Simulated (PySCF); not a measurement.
Question: Give a PBE0-D3(BJ)/def2-SVP geometry of InChI=1S/C5H6S/c1-3-4-5-6-2/h1,4-5H,2H3/b5-4-.

Answer: 
```
atom  x, y, z in Å
C1    -1.1411    1.7919   -0.2126
C2    -1.1682    0.5950   -0.0004
C3    -1.3192   -0.7942    0.2448
C4    -0.3781   -1.7483    0.4304
S5     1.3505   -1.7588    0.4588
C6     1.8721   -0.0614    0.1508
H7    -1.1015    2.8488   -0.3998
H8    -2.3582   -1.1400    0.2905
H9    -0.7377   -2.7678    0.6082
H10    2.9704   -0.0932    0.1684
H11    1.5135    0.6173    0.9347
H12    1.5320    0.2904   -0.8312
```

Orientation and origin are arbitrary. Atoms count from 1 in this order. The 6 heavy atoms lie in one plane (0.003 Å rms). The C–C distances run from 1.216 Å (C1≡C2, drawn triple) to 1.419 Å (C2–C3, drawn single), a spread of 0.203 Å. The 2 C–S bonds span 1.729 Å (C4–S5, drawn single) to 1.802 Å (S5–C6, drawn single), a spread of 0.073 Å. Of the pairs four or more bonds apart, C2···C6 is among the closest relative to their van der Waals radii: 3.11 Å, 92 % of the sum of Bondi's values.

Bonds between heavy atoms (Å): C1≡C2 1.216, C2–C3 1.419, C3=C4 1.353, C4–S5 1.729, S5–C6 1.802.

Method: PBE0-D3(BJ)/def2-SVP geometry optimisation, gas phase in PySCF.

Point group: Cs (every atom within 0.08 Å of its image). Not checked by PBE0-D3(BJ)/def2-SVP frequencies. One conformer, not necessarily the lowest (C3–C4–S5–C6 0°).

On an x86-64 server with one thread (shared host), this took 25 s wall. That covers the optimisation of the geometry.
